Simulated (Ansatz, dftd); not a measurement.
Reaction: C3H6O (SMILES C=CCO) → C2H3 (SMILES C=[CH], doublet) + CH3O (SMILES [CH2]O, doublet) (the C-C bond breaks)
Each species at its own B3LYP-D3(BJ)/def2-TZVP minimum (Ansatz, an electronic-structure program), one conformer.

Property: bond dissociation energy (electronic), in kJ/mol. UHF or UKS for unpaired electrons; spin-orbit terms are left out. Correlated methods leave the cores frozen. Rows without X2C or -DK are non-relativistic. CBS(X,Y): correlation extrapolated as X^-3, Hartree-Fock from the larger set. A bracket is a step between two methods taken in the basis named. Functionals run without relativity, which enters their misses. '+ core + X2C': CCSD(T) terms for core correlation (cc-pwCVTZ) and scalar relativity (cc-pVTZ-DK). The UHF reference of C2H3 ([CH]=C, doublet) is spin-contaminated (<S^2> up to 0.19 over the pure value in the sets run).

```csv
level,program,bond dissociation energy (kJ/mol),difference against the last row
PBE-D3(BJ)/def2-TZVPD,Ansatz + dftd3,417.6,-14.6
PBE/def2-TZVPD,Ansatz,410.7,-21.5
r2SCAN/def2-TZVPD,Ansatz,393.2,-39.0
PBE0/def2-TZVPD,Ansatz,412.2,-20.0
wB97X-V/def2-TZVPD,Ansatz,428.4,-3.8
MP2/cc-pVQZ,Ansatz,473.9,41.7
"MP2/CBS(cc-pVTZ,cc-pVQZ)",Ansatz,478.5,46.3
CCSD/cc-pVQZ,Ansatz,419.3,-12.9
"CCSD/CBS(cc-pVTZ,cc-pVQZ)",Ansatz,422.5,-9.7
CCSD(T)/cc-pVDZ,Ansatz,417.3,-14.9
CCSD(T)/cc-pVQZ,Ansatz,429.7,-2.5
CCSDT(Q)/cc-pVDZ,Ansatz,415.5,-16.7
"CCSD(T)/CBS(cc-pVTZ,cc-pVQZ) + [CCSDT(Q) - CCSD(T)]/cc-pVDZ + core + X2C",Ansatz,432.2,0.0
```
